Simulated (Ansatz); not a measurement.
We consider pyrite PtSb2, described by PBE (Ansatz, a quantum-chemistry and plane-wave program, PAW).

Settings: plane-wave cutoff 520 eV, 6×6×6 k mesh, Fermi–Dirac smearing 0.01 eV, scalar-relativistic PAW data made under PBE.

Cell (relaxed at this level):

Space group Pa-3 (No. 205); a = b = c = 6.553 Å, α = β = γ = 90.00°

```tsv
atom	site	symmetry	x	y	z
Sb	8c	.3.	0.3750	0.3750	0.3750
Pt	4a	.-3.	0.0000	0.0000	0.0000
```

Question: Give the computed bulk modulus and pressure derivative B′ of the bulk modulus.

Answer: 
- bulk modulus = 105 GPa
- pressure derivative B′ of the bulk modulus = 5.3

The run finds no gap.

Note: the gap of the solid is closed in this run; this level leaves the solid without a gap, although one is measured; the bulk modulus comes from volumes at which shape and atoms were relaxed.

Spin–orbit coupling is not included; it can open a gap where bands touch, and shift volumes and moduli.
